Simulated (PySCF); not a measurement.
Below is a simulated gas-phase Si 2p photoelectron spectrum of (SiH3)2PH (`[SiH3]P[SiH3]`).

Every computed line was given a Gaussian of 0.4 eV full width at half maximum and an area set by the number of equivalent atoms (split 2:1 within a doublet); the highest printed point is 100. Computed with delta-SCF UKS SCAN, pcX-2 on the ionised atom, pcseg-1 elsewhere, spin-free X2C in PySCF 2.14.0.

binding energy (eV), intensity and a bar:
```
    106.3          1 
    106.4          4 #
    106.5         14 ####
    106.6         38 ###########
    106.7         73 ######################
    106.8        100 ##############################
    106.9         96 #############################
    107.0         67 ####################
    107.1         37 ###########
    107.2         26 ########
    107.3         35 ##########
    107.4         48 ##############
    107.5         50 ###############
    107.6         37 ###########
    107.7         19 ######
    107.8          7 ##
    107.9          2 
    108.0          0
```

Task: Count the maxima, the lines and the sites behind this envelope.

Result: The curve has 2 maxima (at 106.8 and 107.5 eV). Under it lie 2 lines from 1 inequivalent silicon site, drawn as a 2p3/2, 2p1/2 pair.

Task: Decompose the envelope and assign each component. Numbering: `[SiH3:1][PH:2][SiH3:3]`.

Result: 
```
position (eV)  relative area      line    atoms   environment
       106.84           1.33  Si 2p3/2  Si1/Si3  SiH3 silicon
       107.46           0.67  Si 2p1/2  Si1/Si3  SiH3 silicon
```

Task: What are the centre and the root-mean-square width of the whole band?

Result: The area-weighted mean of the lines is 107.05 eV. Their own spread about it is 0.29 eV (rms) and each Gaussian has σ = 0.4/2.355 = 0.17 eV; the variances add, which gives 0.34 eV.

Shake-up satellites, vibrational structure and lifetime widths aren't simulated. The first atom of each set that the bonding makes equivalent was ionised and stands for the set. Spin–orbit coupling isn't in the SCF: each 2p doublet comes from a relaxed spin-free hole plus a matrix of the shell (mean-field spin–orbit coupling and the ground-state 2p splitting), with 2p3/2 averaged over its two sublevels. 2p1/2 minus 2p3/2 (ligand field included): Si 0.62 eV. Isolated species at its PBE0-D3(BJ)/def2-SVP geometry, gas phase.

Time: 14 s of wall time; peak memory 0.50 GiB. Hardware: an Arm Neoverse V1 with one thread, no GPU, on a shared host.
